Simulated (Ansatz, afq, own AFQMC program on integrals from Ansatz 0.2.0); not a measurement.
AFQMC on a folder of integrals that Ansatz 0.2.0 wrote.

```yaml
crystal:
  periodic: [false, false, false]
  atoms:
    - {symbol: Si, position_ang: [0.000000, -0.005322, 0.594837]}
    - {symbol: B, position_ang: [0.000000, -0.077872, -1.247918]}
    - {symbol: H, position_ang: [0.000000, 1.150544, -0.760155]}
    - {symbol: H, position_ang: [0.000000, -0.167010, -2.429569]}
basis:
  gaussian: {orbitals: cc-pVTZ}
magnetization: {spin_polarized: true, initial_magnetization: 1}
correlation: {method: ccsd_t, electrons: outside_noble_gas, hamiltonian_folder: ham}
```

```sh
$ ansatz run in.yaml --threads 1 --pin off --events-out ev --progress --plain --max-ram 16896MiB --backend cuda --devices 0, --max-vram 18GiB
```

Options of the walk:

```
--method phaseless --trial cisd --walkers 800 --populations 20 --least-time 60 --time-step 0.005 --steps-per-block 50 --equilibration-blocks 28 --max-blocks 4000 --target-error 0.00018 --factor-cut 1e-05 --start spin_pure --seed 9104 --release-times 0.24,0.51,0.99,1.62,2.4 --release-step 0.03 --release-every 3 --taylor-order 6
```

Times are imaginary, in 1/Eh. The walk had a cap of 239 s. With eight or more populations the least sampling time is a fifth of least-time, and the error comes from their spread.

Log:

```
orbitals 86  electrons 5 4  factors 530 of 534
reference energy -314.69080254 Eh
CCSD correlation -0.22257634 Eh in 12 cycles, weight of the determinant in the CISD state 0.8681
energy of the start -314.912811 Eh
 block  time / (1/Eh)  mean weight  energy / Eh
     1     0.250  1.0003  -314.910931
     2     0.500  1.0001  -314.912932
     3     0.750  0.9993  -314.915284
     4     1.000  0.9997  -314.916154
     5     1.250  1.0003  -314.919205
     9     2.250  1.0004  -314.922498
    19     4.750  1.0001  -314.924414
    31     7.750  1.0003  -314.925435
    34     8.500  1.0001  -314.921638
    43    10.750  1.0000  -314.924778
    55    13.750  1.0008  -314.924891
    67    16.750  0.9995  -314.925070
    73    18.250  0.9999  -314.928428
    79    19.750  1.0004  -314.924745
    91    22.750  0.9996  -314.924893
   103    25.750  0.9997  -314.923368
   115    28.750  0.9995  -314.924979
   127    31.750  1.0003  -314.923879
   139    34.750  0.9993  -314.923717
   151    37.750  1.0002  -314.925599
   157    39.250  1.0002  -314.923969
error from the spread of 20 populations
released: time / (1/Eh)  energy / Eh  error  mean overlap
  0.24  -314.925162  0.000125  0.9976
  0.51  -314.925330  0.000127  0.9951
  0.99  -314.925620  0.000145  0.9907
  1.62  -314.925553  0.000191  0.9914
  2.40  -314.925757  0.000204  1.0032
energy -314.924803 +/- 0.000177 Eh
(rows thinned)
```

The run passed its tests (sampling time, drift between the halves within three errors, error under three times the target), which doesn't prove that it has relaxed. The second half of the sampling lies above the first by 2.0 errors of their difference, so the energy may still be moving and its error bar be too small.

Against this walk (error 4.8 meV) on the same determinant: CCSD(T) 25.6 meV higher, CCSDT(Q) 30.1 meV lower. The error is statistical and leaves out the bias of the constraint. Released to 2.40 1/Eh the energy lies 26 ± 7 meV (both errors) below the phaseless value, which shows part or all of the bias of the constraint, and CCSDT(Q) lies 4.1 meV below the released value. CCSDT(Q) is the surest value here, so the walk's 30 meV above it is most likely the bias of the constraint with this trial, which can have either sign.

Cautions: constraint bias not in the error.

The walk took 2.3 min on 1 × NVIDIA H100 80GB HBM3 with 2 threads of AMD EPYC 7R13 Processor (Zen 3), on a shared host (the card was shared). The log's last line is the phaseless energy.

CCSDT and higher add their correlation energy to the determinant of the CCSD(T) run, since their own runs factorise the integrals more tightly (a shift of under 2 meV). A walk keeps the symmetry of its determinant, which the program's search chose and which needn't be the lowest solution, so a lower state of the same spin and another symmetry isn't excluded.
